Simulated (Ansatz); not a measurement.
# Trigonal Se

Calculation: r²SCAN (plane waves, PAW; Ansatz, a program for electronic structure).

Numerical settings: plane-wave cutoff 560 eV, 12×12×8 k mesh (along the axes of the cell as run), Fermi–Dirac smearing 0.01 eV, scalar-relativistic PAW data made under PBE.

Cell (measured lattice):

```
Se
1.0
   -2.18300    -3.78107     0.00000
   -2.18300     3.78107     0.00000
    0.00000     0.00000    -4.95400
Se
3
Direct
  0.00000   0.22500   0.66667
  0.77500   0.77500   0.00000
  0.22500   0.00000   0.33333
```

```yaml
band_gap: 1.27 eV (indirect)
smallest_direct_gap_on_the_k_points_sampled: 1.52 eV
"Γ–Γ gap": 2.61 eV
```

Note: cell and atoms aren't relaxed at this level (largest force component 0.08 eV/Å, pressure 1.4 GPa).

Spin–orbit coupling is not included.

The computed numbers hold no vibrational or temperature effects.

The result took around 80 core-seconds (rough).
